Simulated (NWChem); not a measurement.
# Which level was it?

The species is BPH6 (8 atoms), meant as a singlet with charge 0. SMILES: `[BH3-][PH3+]`. The shape is that of a PBE0-D4/def2-TZVP optimisation.

```xyz
8

B    -0.5561    0.2272   -0.9140
P     0.4339   -0.1816    0.6677
H    -1.6934    0.3431   -0.5201
H    -0.3678   -0.7302   -1.6280
H    -0.0555    1.2542   -1.3099
H     0.4188    0.7557    1.7188
H     1.8231   -0.3803    0.5471
H     0.0892   -1.3452    1.3826
```

A calculation with NWChem 7.3.0 gave:

| Item | Value |
| --- | --- |
| total energy | -369.6870 Eh |
| dipole moment | 4.04 D |
| HOMO energy | -8.39 eV |
| LUMO energy | -0.20 eV |
| HOMO–LUMO gap | 8.19 eV |
| largest force | 0.231 eV/Å |

Problem. Which of these levels gave the numbers?
A. M06-L/def2-SVPD
B. r2SCAN/def2-SVPD
C. B3LYP/def2-SVPD
D. PBE0/def2-SVPD

Solution. C. The others give -369.6076 Eh (r2SCAN/def2-SVPD), -369.4846 Eh (PBE0/def2-SVPD), -369.6617 Eh (M06-L/def2-SVPD).
